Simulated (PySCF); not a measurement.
## How methods differ on the ionisation energy of S

S [Ne] 3s2 3p4 (3P) → S⁺ [Ne] 3s2 3p3 (4S), as a difference of total energies. All numbers are calculated (PySCF 2.14, no relativity, point nucleus, in dyall-av2z). Correlated levels: valence: [Ne] frozen; virtual orbitals above 40 to 60 times the deepest correlated orbital energy dropped. The calculations carry no spin-orbit coupling.

Problem. Order these methods by the ionisation energy they give, lowest first.
A. LDA
B. SCS-MP2 (valence)
C. M06-2X
D. UHF

Solution. D (9.217 eV), B (9.818 eV), C (10.460 eV), A (10.579 eV).

A first-order spin-orbit estimate (lowest level to lowest level, LS coupling) adds 0.023 eV.

Errors of the correlated levels include the incompleteness of this basis and the frozen core.

For comparison: 10.360 eV (measured; NIST Atomic Spectra Database, ionization energies).
